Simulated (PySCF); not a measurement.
# SiH₄: one-bond stretch

Level of theory: PBE0 in PySCF with Si def2-TZVP, H def2-TZVP; no relativity; density-fitted integrals.

Rigid scan from the singlet minimum (Si–H 1.485 Å (×4); H–Si–H 109.5° (×6)). Coordinate: the bond from Si to the last atom (H) scaled, the rest fixed. Energies in kJ/mol from the minimum.

```tsv
scale of one bond	E (kJ/mol)	dipole size (D)
0.92	14.7	0.14
0.96	3.3	0.07
1.00	0.0	0.00
1.05	4.3	0.10
1.12	21.6	0.24
1.20	51.4	0.42
1.35	120.6	0.77
1.55	216.5	–
1.80	321.4	–
2.20	442.5	–
```

At long bonds a restricted determinant can lie too high, and another spin state can fall below this curve.
